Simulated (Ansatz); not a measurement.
CH4F2N2 (`NC(N)(F)F`) at its PBE0-D4/def2-TZVP geometry, where that method's forces vanish. Charge 0, multiplicity 1.

```xyz
9

N     0.6239    0.4140   -0.9871
C    -0.2450    0.2251    0.0964
N     0.0084   -0.9949    0.7384
F    -0.1706    1.2101    1.0539
F    -1.5273    0.3496   -0.3861
H     1.5855    0.4018   -0.6786
H     0.4131    1.2716   -1.4782
H    -0.1012   -1.7654    0.0948
H    -0.5868   -1.1119    1.5466
```

Question: What forces (eV/Å) does B3LYP-D4/def2-TZVPP give on these atoms in Ansatz 0.2.0? (An estimate is asked.)

Answer: The calculation gave: 
```
N1   0.171  0.081 -0.169
C2   0.181 -0.166 -0.071
N3  -0.008 -0.231  0.105
F4   0.027  0.332  0.314
F5  -0.429  0.037 -0.155
H6   0.014  0.007 -0.039
H7   0.024 -0.001 -0.028
H8   0.009 -0.028  0.030
H9   0.012 -0.032  0.014
```

B3LYP here is the variant with VWN-RPA as its local correlation; programs differ in this.
